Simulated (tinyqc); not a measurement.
UHF in the sto-6g basis, for LiH+, spin multiplicity 2, step by step. One step of it, computed by the program tinyqc.

Problem. Iteration 2: diagonalisation and new density. Diagonalise F' = X^T F X, C = X C', fill 2 alpha and 1 beta electrons from the bottom; D(s) = C_occ C_occ^T. Each column has its largest component positive (the first on a tie).

extrapolated F(alpha) (hartree), lower triangle:
```
            1Li 1s     1Li 2s    1Li 2px    1Li 2py    1Li 2pz      2H 1s
1Li 1s   -3.266375
1Li 2s   -0.734638  -0.507447
1Li 2px   0.000000   0.000000  -0.286927
1Li 2py   0.000000   0.000000   0.108734  -0.433941
1Li 2pz  -0.003391  -0.039503   0.000000   0.000000  -0.319187
2H 1s    -0.051941  -0.154299   0.000000   0.000000  -0.165768  -0.364952
```

extrapolated F(beta) (hartree), lower triangle:
```
            1Li 1s     1Li 2s    1Li 2px    1Li 2py    1Li 2pz      2H 1s
1Li 1s   -3.257215
1Li 2s   -0.719952  -0.443027
1Li 2px   0.000000   0.000000  -0.204858
1Li 2py   0.000000   0.000000  -0.013980  -0.185956
1Li 2pz  -0.003378  -0.039500   0.000000   0.000000  -0.302286
2H 1s    -0.050849  -0.148595   0.000000   0.000000  -0.163214  -0.363532
```

X, lower triangle:
```
            1Li 1s     1Li 2s   1Li 2px   1Li 2py    1Li 2pz     2H 1s
1Li 1s    1.022306
1Li 2s   -0.126089   1.051111
1Li 2px   0.000000   0.000000  1.000000
1Li 2py   0.000000   0.000000  0.000000  1.000000
1Li 2pz  -0.005481   0.041078  0.000000  0.000000   1.057432
2H 1s     0.016996  -0.147462  0.000000  0.000000  -0.207057  1.085720
```

Give: F' = X^T F X; orbital energies; coefficients C; F' = X^T F X; orbital energies; coefficients C; D(alpha) after iteration 2; D(beta) after iteration 2.

Solution.

F' = X^T F X (alpha) (hartree), lower triangle:
```
         1        2        3        4        5        6
1  -3.2336
2  -0.3095  -0.3818
3   0.0000   0.0000  -0.2869
4   0.0000   0.0000   0.1087  -0.4339
5  -0.0020  -0.0243   0.0000   0.0000  -0.3015
6   0.0041  -0.0559   0.0000   0.0000  -0.0479  -0.3325
```

orbital energies (alpha) (hartree): MO1 -3.2668, MO2 -0.4917, MO3 -0.4186, MO4 -0.3009, MO5 -0.2631, MO6 -0.2292

coefficients C (alpha):
```
             MO1      MO2      MO3      MO4      MO5     MO6
1Li 1s    1.0030   0.0000  -0.1452  -0.1691   0.0749  0.0000
1Li 2s   -0.0133   0.0000   0.6116   0.7837  -0.3946  0.0000
1Li 2px   0.0000  -0.4690   0.0000   0.0000   0.0000  0.8832
1Li 2py   0.0000   0.8832   0.0000   0.0000   0.0000  0.4690
1Li 2pz   0.0004   0.0000   0.3133  -0.5375  -0.8807  0.0000
2H 1s     0.0016   0.0000   0.5219  -0.3612   0.9170  0.0000
```

F' = X^T F X (beta) (hartree), lower triangle:
```
         1        2        3        4        5        6
1  -3.2268
2  -0.3031  -0.3161
3   0.0000   0.0000  -0.2049
4   0.0000   0.0000  -0.0140  -0.1860
5  -0.0019  -0.0225   0.0000   0.0000  -0.2836
6   0.0036  -0.0591   0.0000   0.0000  -0.0488  -0.3318
```

orbital energies (beta) (hartree): MO1 -3.2581, MO2 -0.3967, MO3 -0.2626, MO4 -0.2409, MO5 -0.2123, MO6 -0.1785

coefficients C (beta):
```
             MO1      MO2      MO3      MO4     MO5      MO6
1Li 1s    1.0040  -0.1028   0.1228   0.1663  0.0000   0.0000
1Li 2s   -0.0177   0.4210  -0.5498  -0.8151  0.0000   0.0000
1Li 2px   0.0000   0.0000   0.0000   0.0000  0.8832  -0.4690
1Li 2py   0.0000   0.0000   0.0000   0.0000  0.4690   0.8832
1Li 2pz   0.0001   0.3116   0.8633  -0.5660  0.0000   0.0000
2H 1s     0.0024   0.6678  -0.1900   0.8727  0.0000   0.0000
```

D(alpha) after iteration 2, lower triangle:
```
          1Li 1s  1Li 2s  1Li 2px  1Li 2py  1Li 2pz   2H 1s
1Li 1s    1.0061
1Li 2s   -0.0133  0.0002
1Li 2px   0.0000  0.0000   0.2200
1Li 2py   0.0000  0.0000  -0.4142   0.7800
1Li 2pz   0.0004  0.0000   0.0000   0.0000   0.0000
2H 1s     0.0016  0.0000   0.0000   0.0000   0.0000  0.0000
```

D(beta) after iteration 2, lower triangle:
```
          1Li 1s  1Li 2s  1Li 2px  1Li 2py  1Li 2pz   2H 1s
1Li 1s    1.0080
1Li 2s   -0.0178  0.0003
1Li 2px   0.0000  0.0000   0.0000
1Li 2py   0.0000  0.0000   0.0000   0.0000
1Li 2pz   0.0001  0.0000   0.0000   0.0000   0.0000
2H 1s     0.0024  0.0000   0.0000   0.0000   0.0000  0.0000
```
